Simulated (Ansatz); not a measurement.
The same path of AlClH3N (6 atoms, charge 0, multiplicity 1) was run twice with different band settings. Lost on the way: Al1–Cl2, Al1–H3. Made: Cl2–H3.

The calculation used RKS B3LYP-D4/def2-SVP in Ansatz 0.2.0.

Relaxed end points:

```xyz
6
Properties=species:S:1:pos:R:3
Al 0.311 0.057 -0.023
Cl 0.523 -0.502 2.005
H 1.555 0.511 -0.866
N -1.309 -0.007 -0.720
H -2.148 -0.293 -0.223
H -1.540 0.235 -1.679
```

```xyz
6
Properties=species:S:1:pos:R:3
Al 0.080 0.462 -1.519
Cl 1.041 -0.298 1.600
H 2.153 0.048 1.041
N -1.590 0.024 -0.986
H -1.874 -0.297 -0.061
H -2.418 0.061 -1.582
```

Common settings: movable images 5; climbing image yes; spring 5.0 eV/Å²; optimiser quadratic models (default); start path through a guess of the saddle point; iteration limit 60; end points relaxed.

| run | force threshold |
| --- | --- |
| 1 | 0.05 eV/Å |
| 2 | 0.2 eV/Å |

(1) What does each run give, and how far can it be trusted?

Results:

(1) Run 1: converged after 26 iterations, highest image 3.046 eV above the first end. Neighbouring images differ by up to 1.4 eV, so the band resolves the path poorly. A vibrational analysis at the climbing image gives one clearly imaginary mode, 888i cm⁻¹: a first-order saddle point.
Run 2: converged after 11 iterations, highest image 3.047 eV above the first end. The threshold of 0.2 eV/Å is loose, so the images may lie well off the minimum-energy path. Neighbouring images differ by up to 1.4 eV, so the band resolves the path poorly. Another band between the same ends (5 images) ends at a top of the same energy, where a vibrational analysis finds 1 clearly imaginary mode.
The orbitals stay closed-shell, which can raise the energy where a bond breaks towards radicals; this wasn't checked here.
